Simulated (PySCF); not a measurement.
```xyz
3
charge 0 multiplicity 1, angstrom
O     0.0000    0.0000    0.0000
Al    0.0000    0.0000    1.7048
Al    0.0000    0.0000   -1.7048
```

These are results of PBE0 in PySCF with O def2-TZVP, Al def2-TZVP; no relativity; density-fitted integrals, not measurements.

This geometry of Al₂O is a stationary point at this level.

What is the point group?

D∞h.

Is it a minimum?

Yes: all harmonic wavenumbers are real.

List the harmonic modes with their infrared intensities.


```tsv
symmetry	ω (cm⁻¹)	IR (km/mol, summed over degenerate members)
πu	101	0.5
σg+	513	0.0
σu+	1005	608
```

What is the atomisation energy, with and without zero-point energy?

1021 kJ/mol without, 1010 kJ/mol with.

In D∞h the vibrations span πu + σg+ + σu+. The σg+ mode carries no infrared intensity, as symmetry demands. With a centre of inversion only u modes can be infrared active and only g modes Raman active.

This need not be the most stable arrangement of these atoms.
